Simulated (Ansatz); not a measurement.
A run of Ansatz (development build ahead of 0.2.0) on singlet H₂F₂ at this shape:

```xyz
4

F     0.0084   -0.3862   -1.1991
H    -0.0089    0.4569   -0.8028
F     0.0063    0.3785    1.1992
H     0.0047   -0.4628    0.7941
```

Its results:

- Converged: yes
- Reference energy: -197.14597 hartree
- Correlation energy: -0.03655 hartree
- Total energy: -197.18252 hartree
- Spin squared of the determinant: 0.000

Task: Which input gives this output? Name the method, the orbitals and the basis set, and write the input.

Result: RHF-MP2 in STO-3G. An unrestricted run that stays on the closed shell gives the same numbers.

```yaml
crystal:
  periodic: [false, false, false]
  atoms:
    - { symbol: F, position_ang: [0.00843, -0.38622, -1.19908] }
    - { symbol: H, position_ang: [-0.00894, 0.45691, -0.80277] }
    - { symbol: F, position_ang: [0.00631, 0.37848, 1.19922] }
    - { symbol: H, position_ang: [0.00474, -0.46276, 0.79406] }
basis:
  gaussian: { orbitals: STO-3G }
hamiltonian:
  xc: hf
correlation:
  method: mp2
  frozen_orbitals: { F: 1, H: 0 }
```
